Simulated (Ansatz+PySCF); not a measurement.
# triplet NH: levels of theory in one basis

```xyz
2

N     0.0000    0.0000   -0.1413
H     0.0000    0.0000    0.9892
```

Basis set: def2-SVP (spherical functions). Correlated methods keep 1 orbital frozen. Correlation on ROHF uses semicanonical orbitals with singles. Charge 0, multiplicity 3.

Computed with Ansatz (development build ahead of 0.2.0); each method stands on the lowest determinant of its kind that the runs found. NEVPT2 correlates all electrons. Active spaces start from the frontier orbitals, and the lowest solution found is given.

| method | E − E(ROHF) (eV) | <S²> of the determinant |
| --- | --- | --- |
| ROHF | 0.00 | 2.00 |
| UHF | -0.21 | 2.02 |
| ROHF-MP2 | -3.06 | – |
| UHF-MP2 | -3.07 | 2.02 |
| ROHF-CCSD | -3.61 | – |
| UHF-CCSD | -3.61 | 2.02 |
| ROHF-CCSD(T) | -3.66 | – |
| UHF-CCSD(T) | -3.66 | 2.02 |
| CASSCF(6,5) | -0.82 | – |

(1) What does SC-NEVPT2(6,5) give on the same scale?

(2) Is a single determinant a sound starting point here?

## Answers

(1) -3.20 eV. NEVPT2 here correlates all electrons, so it doesn't share the others' frozen core.

(2) By this sign, yes. Unrestricted orbitals gain 0.21 eV and <S²> is 2.02 against 2.00 for a pure state. The CASSCF(6,5) natural occupations are 2.00, 1.96, 1.00, 1.00, 0.04.
